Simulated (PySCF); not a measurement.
# Computed data sheet: 1,1,2,2-tetrafluoroethane (`C(F)(F)C(F)F`)

Compound: 1,1,2,2-tetrafluoroethane, C2H2F4.
Numbering: `[F:1][CH:2]([F:3])[CH:4]([F:5])[F:6]` (hydrogens: H7 on C2; H8 on C4)

**PBE0-D3(BJ)/def2-TZVP geometry optimisation, gas phase (PySCF)**

| Property | Result |
| --- | --- |
| Point group | C2h |
| Rotational constants A, B, C | 5.163, 3.155, 2.073 GHz |

**CAM-B3LYP/aug-cc-pVTZ ground state and vertical TDDFT (core frozen in the response) (PySCF)**

| Property | Result |
| --- | --- |
| Dipole moment | 0.00 D |
| HOMO energy | -11.53 eV |
| LUMO energy | 0.39 eV |
| HOMO–LUMO gap | 11.92 eV |
| Lowest singlet excitation | 9.30 eV (133 nm, f = 0.064) |
| Strongest line among the 10 lowest singlet transitions | S1 at 9.30 eV (133 nm, f = 0.064) |
| Lowest triplet excitation (Tamm–Dancoff) | 8.93 eV |
| Static isotropic polarisability | 30.8 au |
| Electronic spatial extent ⟨r²⟩ about the centre of nuclear charge | 510 bohr² |

From B97-2/pcSseg-2 ground state and GIAO shieldings, non-relativistic (PySCF):

| Item | Value |
| --- | --- |
| 13C chemical shifts (computed TMS as zero) by class | 118.8 (C2/C4) ppm |
| 1H chemical shifts (computed TMS as zero) by class | 5.66 (H7/H8) ppm |
| Isotropic shieldings of nuclei other than C and H, by class | 325 (F1/F3/F5/F6) ppm |

Monoisotopic mass (most abundant isotopes): 102.0093 u.

The vertical singlet–triplet gap S1 − T1 is 0.37 eV (TDDFT singlet less Tamm–Dancoff triplet). No computed singlet falls in the visible range (750 to 380 nm, 1.65 to 3.26 eV); S1 lies 6.04 eV above its blue end. The rotational constants make it an asymmetric top with κ = (2B − A − C)/(A − C) = -0.30, nearer the prolate limit (−1). With B = h/(8π²I), that is 505.379 GHz u Å² over I, the principal moments of inertia are 97.9, 160.2 and 243.8 u Å² (most abundant isotopes). The 10 singlets span 9.30 to 11.25 eV, and their oscillator strengths add up to 0.12. The largest Löwdin shares of the HOMO are 0.20 on C4 and 0.20 on C2. Point group C2h forbids a permanent dipole, so the rigid molecule has no electric-dipole pure rotational spectrum.

One conformer (not necessarily the lowest) at the PBE0-D3(BJ)/def2-TZVP geometry, without solvent, vibrations or thermal averaging.

Conformer computed: `[F:1][CH:2]([F:3])[CH:4]([F:5])[F:6]`: F1–C2–C4–F5 180°.
